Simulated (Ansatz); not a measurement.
## Zinc-blende HgTe

Method: PBEsol in Ansatz (plane waves, PAW).

Settings: plane-wave cutoff 520 eV, 10×10×10 k mesh, Fermi–Dirac smearing 0.01 eV, scalar-relativistic PAW data made under PBE.

Cell: relaxed at this level.

| Quantity | Value |
|---|---|
| equilibrium volume per atom | 34.47 Å³/atom |
| bulk modulus | 42.1 GPa |
| lattice parameter a | 6.509 Å |
| band gap | zero (no gap) |
| pressure derivative B′ of the bulk modulus | 5.2 |

Measured, for comparison: equilibrium volume per atom 33.70 Å³/atom, lattice constant a 6.46 Å (room temperature, no zero-point or thermal correction; as tabulated in Cava et al. (2013), arXiv:1302.1059); bulk modulus 42.3 GPa (temperature not stated, no zero-point or thermal correction; as tabulated in Toher et al. (2017), arXiv:1611.05714). Computed (rounded) less measured: equilibrium volume per atom +2.3 %, bulk modulus -0.5 %, lattice constant a +0.8 %.

Spin–orbit coupling is not included; it can open a gap where bands touch, and shift volumes and moduli.

It cost around 70 core-seconds (rough) of CPU time.

Ansatz is an electronic-structure program.
